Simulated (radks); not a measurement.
# Cl⁴⁺ in [Ne] 3s2 3p1: an all-electron calculation

What are the levels of the chlorine ion Cl4+, how large are its shells, and how does its energy divide?

Program: radks (a radial shooting solver on a logarithmic mesh, Libxc functionals) version 1. Level of theory: scalar-relativistic Kohn-Sham, RPBE, spin-polarised, spherical densities, point nucleus; open shells are filled with parallel spins first. These are calculated values, not measurements, unless marked.

## Step 1: The system

| Item | Value |
| --- | --- |
| element | chlorine (Z = 17) |
| charge | +4 |
| electrons | 13 |
| configuration | [Ne] 3s2 3p1 |

Outer shells as boxes (Hund's rule):

Cl⁴⁺
```
[Ne] core
3s [↑↓]
3p [↑ ][  ][  ]
```

## Step 2: The calculation

Input:

```text
Z 17
configuration [Ne] 3s2 3p1
relativity scalar-relativistic
functional rpbe,pbe
spin polarised
nucleus point
c 137.035999084
```

What does the calculation give?

The runs gave:

```
                        quantity                   value
                    total energy      -456.82799 hartree
exchange-correlation share of it                  5.80 %
                            −T/E                  1.0048
          highest occupied level       3p up, -60.342 eV
    most extended occupied level  3p up, <r> = 1.44 bohr
 radius at density 0.001 e/bohr³               2.82 bohr
    maxima of the radial density                       3
         ionisation energy, NIST     67.7 (semi-emp.) eV
```

What this shows: The radial density shows 3 maxima for 3 occupied principal shells. Relativity lifts −T/E to 1.005. Minus the highest eigenvalue, 60.342 eV, is 89 % of the tabulated ionisation energy (67.7 eV); the potential of a semilocal functional falls off too fast, so its top eigenvalue is too shallow. Open shells are spherical and high-spin; term and fine-structure splittings are not resolved.
